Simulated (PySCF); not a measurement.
Species, as SMILES: OO (H2O2).
Geometry (B3LYP-D3(BJ)/def2-TZVP, fixed):
```xyz
4

O      0.0155     0.7238    -0.0702
O     -0.0112    -0.7261    -0.0419
H      0.8057     0.8967     0.4614
H     -0.8394    -0.8786     0.4355
```

How fast the mean static polarisability converges with the basis for several methods (PySCF): deviation from each method's own reference, in %. References: HF 14.44 bohr³, the value in d-aug-cc-pVTZ; PBE 16.26 bohr³, the value in d-aug-cc-pVTZ; PBE0 15.36 bohr³, the value in d-aug-cc-pVTZ. All functions are spherical. Density fitting with generated auxiliary sets. No added dispersion term, no relativity. 

```csv
basis,functions,HF,PBE,PBE0
6-311+G**,56,-15.6,-20.2,-18.7
d-aug-cc-pVDZ,90,-0.2,0.1,0.0
def2-TZVPD,98,-0.7,-1.7,-1.2
def2-TZVPPD,114,-0.5,-1.4,-0.9
aug-pcseg-2,138,-0.5,-0.8,-0.7
def2-QZVPP,174,-7.9,-13.9,-11.4
pcseg-3,186,-3.6,-7.2,-5.6
aug-pcseg-3,268,-0.1,-0.2,-0.2
```

Mean absolute deviation over 6-311+G**, def2-TZVPD, def2-TZVPPD, aug-pcseg-2: HF 4.3, PBE0 5.4, PBE 6.0 %.
